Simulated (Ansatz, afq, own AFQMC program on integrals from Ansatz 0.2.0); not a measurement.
Where AFQMC and coupled cluster stand for CHB, triplet

```xyz
3

B     0.0000    0.0000    1.4623
C     0.0000    0.0000   -0.1957
H     0.0000    0.0000   -1.2665
```

Connectivity, by distances: B–CH.

Basis 6-31G. Only valence electrons are correlated. Ansatz 0.2.0 and our own AFQMC program on the same integrals; the CISD trial comes from CCSD amplitudes, and released means the phaseless constraint is let go. Error bars are statistical, one sigma.

Determinant: ROHF, the one that the program's search chose, which needn't be the lowest solution. The geometry is a point of a scan.

Full CI on the same integrals is exact in this basis and with this determinant's frozen core.

Cautions: lower spins were not checked; the released energies are still falling, so no released level is given (meV from the phaseless value at times in 1/Eh: -4.8 ± 2.0 at 0.24, -3.8 ± 1.5 at 0.51, -7.5 ± 2.0 at 0.99, -10.0 ± 0.8 at 1.62, -12.8 ± 1.6 at 2.40).

The T1 diagnostic is 0.0285. The weight of the determinant in the CISD state is 0.891 and the size of the correlated space is 8 electrons in 18 orbitals.

```json
{"level": "MP2", "correlation energy (eV)": "-2.4493"}
{"level": "CCSD", "correlation energy (eV)": "-3.3762"}
{"level": "CCSD(T)", "correlation energy (eV)": "-3.4568"}
```

(1) Estimate where full CI lies against CCSD(T) on the same integrals.

(1) 3.1 kJ/mol below CCSD(T).

Reference: full CI, correlation energy -3.489 eV.

```json
{"level": "CCSD(T)", "E − E(reference) (kJ/mol)": "3.1", "share of correlation (%)": "99.07"}
{"level": "CCSDT", "E − E(reference) (kJ/mol)": "0.7", "share of correlation (%)": "99.80"}
{"level": "CCSDT(Q)", "E − E(reference) (kJ/mol)": "0.1", "share of correlation (%)": "99.96"}
{"level": "CCSDTQ", "E − E(reference) (kJ/mol)": "0.0", "share of correlation (%)": "99.99"}
{"level": "ph-AFQMC/CISD", "E − E(reference) (kJ/mol)": "1.8 ± 0.2", "share of correlation (%)": "99.48"}
```

CCSDT and higher add their correlation energy to the determinant of the CCSD(T) run, since their own runs factorise the integrals more tightly (a shift of under 2 meV). A walk keeps the symmetry of its determinant, which the program's search chose and which needn't be the lowest solution, so a lower state of the same spin and another symmetry isn't excluded.
